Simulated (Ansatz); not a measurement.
## Cs (bcc): energy against volume

Computed with Ansatz, DFT, PBE, plane waves (420 eV) with PAW, scalar-relativistic.

The cell is scaled uniformly from the relaxed one, with fractional coordinates and shape fixed. Energies are extrapolated to zero smearing, pressures are those at the given smearing. Magnetic state: spin not included.

A Birch-Murnaghan fit gives V₀ = 116.85 Å³/atom, B₀ = 2.0 GPa, B₀′ = 3.5.

Q: What are the energy above the minimum and the pressure at 102.563 Å³/atom?

A: 13.0 meV/atom and 0.32 GPa as computed.

Q: What are the energy above the minimum and the pressure at 125.873 Å³/atom?

A: 3.8 meV/atom and -0.13 GPa as computed.

Q: What are the energy above the minimum and the pressure at 130.535 Å³/atom?

A: 8.3 meV/atom and -0.18 GPa as computed.
